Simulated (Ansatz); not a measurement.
`B[SiH2]Cl` → `BCl` + `[SiH2]` at 600 K and 1 bar (silylene formation by 1,1-elimination).

Calculated with Ansatz (gas phase, PBE0-D4/def2-TZVP geometries, no zero-point term in ΔE). CCSD(T)/CBS is the MP2 limit (def2-TZVPP, def2-QZVPP) plus CCSD(T) − MP2 in def2-TZVPP, frozen cores. This one scheme is used for every species.

```
    species  CCSD(T)/CBS energy (Eh)  H − E (kJ/mol)  S (J/(mol·K))
`B[SiH2]Cl`               -776.05948           145.5          370.9
      `BCl`               -485.78909            80.5          267.8
   `[SiH2]`               -290.19011            52.1          233.9
```

H − E and S are ideal-gas, rigid-rotor, harmonic terms from PBE0-D4/def2-TZVP. 1 Eh = 2625.50 kJ/mol, R = 8.31446 J/(mol·K).

By hand: ΔE, ΔH, ΔS and ΔG.

ΔE = (-485.78909) + (-290.19011) − (-776.05948) = 0.08028 Eh = 210.8 kJ/mol. Δ(H − E) = 80.5 + 52.1 − 145.5 = -12.9, so ΔH = 197.9 kJ/mol. ΔS = 267.8 + 233.9 − 370.9 = 130.8 J/(mol·K). ΔG = 197.9 − 600 × (130.8)/1000 = 119.4 kJ/mol.

By hand: the equilibrium constant, and the temperature at which ΔG would vanish if ΔH and ΔS stayed fixed.

log₁₀ K = −ΔG/(RT ln 10) = -10.4. ΔG = 0 at ΔH/ΔS = 1513 K.

The number of gas molecules changes by +1, which sets the sign of ΔS. A doubt of 5 kJ/mol in ΔE shifts log₁₀ K by 0.4 here. These are equilibria of isolated gas molecules and say nothing of rates. Largest T1 diagnostic: 0.014 (customary marks: 0.02 for closed shells, 0.045 for open ones).
